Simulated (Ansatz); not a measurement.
Body-centred tetragonal In, relaxed in Ansatz (plane waves) with several semilocal functionals. Each gives its own volume and its own bulk modulus:

```json
[
 {"level": "LDA", "V0 (Å³/atom)": "24.596", "bulk modulus (GPa)": "49.85", "ln V0": "3.2026", "ln B0": "3.9090"},
 {"level": "r²SCAN+rVV10", "V0 (Å³/atom)": "25.666", "bulk modulus (GPa)": "45.99", "ln V0": "3.2452", "ln B0": "3.8284"},
 {"level": "r²SCAN-D4", "V0 (Å³/atom)": "25.865", "bulk modulus (GPa)": "44.54", "ln V0": "3.2529", "ln B0": "3.7964"},
 {"level": "PBE-D3(BJ)", "V0 (Å³/atom)": "26.056", "bulk modulus (GPa)": "41.66", "ln V0": "3.2602", "ln B0": "3.7295"},
 {"level": "PBE-D4", "V0 (Å³/atom)": "26.066", "bulk modulus (GPa)": "41.88", "ln V0": "3.2606", "ln B0": "3.7348"},
 {"level": "rVV10", "V0 (Å³/atom)": "28.111", "bulk modulus (GPa)": "33.63", "ln V0": "3.3362", "ln B0": "3.5154"}
]
```

Task: Fit a straight line to ln B0 against ln V0. What does it predict for PBEsol, whose volume is 25.549 Å³/atom?

Result: With x = ln V0 and y = ln B0: means 3.25962 and 3.75225; Σ(Δx Δy) = -0.02850, Σ(Δx²) = 0.009370, so the slope is -3.04. At x = 3.2406 the line gives y = 3.75225 + (-3.04) × (3.2406 − 3.25962) = 3.8101, or 45.15 GPa. The run with PBEsol gives 44.87 GPa, -0.6 % from the line. The rows used scatter about it by up to 3.3 %, while the largest value lies 48 % above the smallest.

Measured: 44.7 GPa (measured, copied from a table, unchecked, extrapolated to 0 K and zero-point effects removed; as tabulated in Lejaeghere et al. (2013), arXiv:1204.2733).

Ansatz's density-functional and Hartree–Fock values are scalar-relativistic unless marked +SOC, with PAW data made under PBE.

Ansatz is an electronic-structure program.
